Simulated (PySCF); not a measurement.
Two species compared at the same levels of theory.

First species: piperazine, C₄H₁₀N₂.
SMILES with atom numbers: `[CH2:1]1[CH2:2][NH:3][CH2:4][CH2:5][NH:6]1` (hydrogens: H7, H8 on C1; H9, H10 on C2; H11 on N3; H12, H13 on C4; H14, H15 on C5; H16 on N6)

Cartesian coordinates in Å at the PBE0-D3(BJ)/def2-SVP level; atoms count from 1:
```
atom  x, y, z in Å
C1    -1.344    0.371   -0.297
C2    -0.346    1.342    0.335
N3     1.035    1.021    0.020
C4     1.344   -0.371    0.297
C5     0.346   -1.342   -0.335
N6    -1.035   -1.021   -0.020
H7    -1.334    0.511   -1.395
H8    -2.374    0.588    0.035
H9    -0.461    1.308    1.435
H10   -0.556    2.382    0.031
H11    1.213    1.218   -0.964
H12    2.374   -0.588   -0.035
H13    1.334   -0.511    1.395
H14    0.461   -1.308   -1.435
H15    0.556   -2.382   -0.031
H16   -1.213   -1.218    0.964
```

Second species: Al(NH3)H3.
SMILES: `[H][Al]([H])([H])<-[NH3]`

Levels: wB97X-D/def2-SVPD for dipole moment, HOMO energy, LUMO energy, HOMO–LUMO gap, static isotropic polarisability and electronic spatial extent ⟨r²⟩ about the centre of nuclear charge; TDDFT wB97X-D/def2-SVPD for lowest singlet excitation; TDA wB97X-D/def2-SVPD for lowest triplet excitation (Tamm–Dancoff). Geometries: PBE0-D3(BJ)/def2-SVP. All species are isolated and taken at one optimised geometry, non-relativistic unless stated. Electronic properties by PySCF.

(1) Which has the higher HOMO–LUMO gap?

(2) Which of the two has the higher LUMO energy, and by how much?

(3) Which of the two has the higher HOMO energy, and by how much?

(4) Which has the higher T1 energy?

(5) Which has the higher ⟨r²⟩?

(6) Which of the two has the higher dipole moment, and by how much?

(7) Which of the two has the higher static isotropic polarisability, and by how much?

(8) Which of the two has the higher S1 energy, and by how much?

## Answers

(1) The second: 10.48 eV against 10.01 eV, a difference of 0.47 eV.

(2) The first: 2.41 eV against 1.14 eV, a difference of 1.27 eV.

(3) The first: -7.60 eV against -9.34 eV, a difference of 1.74 eV.

(4) The second: 6.17 eV against 5.71 eV, a difference of 0.46 eV.

(5) The first: 537 bohr² against 199 bohr², a difference of 338 bohr².

(6) The second: 5.44 D against 0.00 D, a difference of 5.44 D.

(7) The first: 63.3 au against 46.2 au, a difference of 17.1 au.

(8) The second: 6.38 eV against 5.82 eV, a difference of 0.56 eV.

On the first: The 10 singlets span 5.82 to 8.28 eV, and their oscillator strengths add up to 0.18. No computed singlet falls in the visible range (750 to 380 nm, 1.65 to 3.26 eV); S1 lies 2.56 eV above its blue end.

On the second: No computed singlet falls in the visible range (750 to 380 nm, 1.65 to 3.26 eV); S1 lies 3.12 eV above its blue end. S1 lies 4.10 eV below the HOMO–LUMO gap.

One conformer stands for the species.
